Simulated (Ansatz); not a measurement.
Reaction (substitution at a C–C bond): `C=C(F)CF` + `CCCO` → `CCCOCF` + `C=CF`

Isolated molecules relaxed with PBE0-D4/def2-TZVP in Ansatz; ΔE leaves out vibrations. CCSD(T)/CBS is the MP2 limit (def2-TZVPP, def2-QZVPP) plus CCSD(T) − MP2 in def2-TZVPP, frozen cores. DFT in def2-TZVPP. B3LYP here is the variant with VWN-RPA as its local correlation; programs differ in this. One conformer a species, not always the lowest.

```
             level  ΔE (kcal/mol)  difference from CCSD(T)/CBS
            PBE-D4            2.5                         -0.8
         r2SCAN-D4            2.8                         -0.5
          B3LYP-D4            2.2                         -1.1
           ωB97X-V            2.3                         -1.0
           ωB97M-V            2.8                         -0.5
            B2PLYP            2.5                         -0.8
               PBE            2.7                         -0.6
            r2SCAN            2.9                         -0.4
              PBE0            3.5                          0.2
   CCSD/def2-TZVPP            2.9                         -0.4
CCSD(T)/def2-TZVPP            2.6                         -0.7
    MP2/def2-QZVPP            3.6                          0.3
SCS-MP2/def2-QZVPP            3.2                         -0.1
      HF/CBS(def2)            2.4                         -0.9
     MP2/CBS(def2)            3.9                          0.6
    CCSD/CBS(def2)            3.6                          0.3
       CCSD(T)/CBS            3.3                            0
```

Largest T1 diagnostic among the species: 0.012.

From PBE to PBE0 (25 % exact exchange), in def2-TZVPP and without D4, ΔE moves by +0.8 kcal/mol.
